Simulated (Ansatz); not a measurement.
Relaxation of AlBH$_{6}$O (9 atoms, charge 0, multiplicity 1), to a largest force component of 0.03 eV/Å in at most 50 steps.

Level of theory: RKS PBE0-D4/def2-SVP (Ansatz).

```xyz
9
Properties=species:S:1:pos:R:3:forces:R:3
B 0.061 0.222 -0.034 0.00 -0.39 -0.17
H 0.043 0.480 1.137 0.01 0.21 0.22
H 1.102 0.219 -0.641 0.01 0.00 0.04
H -0.989 0.071 -0.615 0.01 -0.02 -0.01
O 0.063 -2.141 1.035 -0.19 1.05 0.11
Al -0.749 -3.098 -0.142 -0.09 0.02 0.06
H 0.118 -4.285 -0.715 0.01 0.01 -0.02
H -2.263 -2.807 -0.526 0.07 0.01 0.02
H -0.225 -1.331 1.504 0.16 -0.88 -0.26
```

Problem. Where does it end, and by what steps?

Solution. The forces met the threshold. After 13 steps the energy has fallen by 1.616 eV; H4 moved furthest, 1.02 Å. Joined: B1–O5 (2.59 → 1.55 Å), B1–Al6 (3.42 → 2.31 Å), H4–Al6 (3.21 → 1.76 Å).

```tsv
step	energy less start (eV)	largest force component (eV/Å)	accepted
0	0.0000	1.047	yes
1	-0.0924	1.877	yes
2	-0.3151	1.699	yes
3	-0.5707	1.364	yes
4	-0.7573	0.850	yes
5	-1.0267	0.731	yes
6	-1.3345	0.706	yes
7	-1.5032	0.734	yes
8	-1.5800	0.403	yes
9	-1.6046	0.115	yes
10	-1.6107	0.071	yes
11	-1.6132	0.066	yes
12	-1.6153	0.106	yes
13	-1.6159	0.029	yes
```

```xyz
9
Properties=species:S:1:pos:R:3
B 0.159 -0.426 0.145
H -0.468 0.496 0.620
H 1.267 -0.216 -0.293
H -0.561 -0.814 -0.894
O 0.137 -1.676 1.056
Al -0.804 -2.471 -0.340
H 0.070 -3.443 -1.223
H -2.331 -2.627 0.042
H -0.308 -1.493 1.890
```

Whether the end is a true minimum wasn't checked by a vibrational analysis.

Time of the run: 17 s on 2 threads of Arm Neoverse V2 (shared host), peak memory 0.14 GiB.
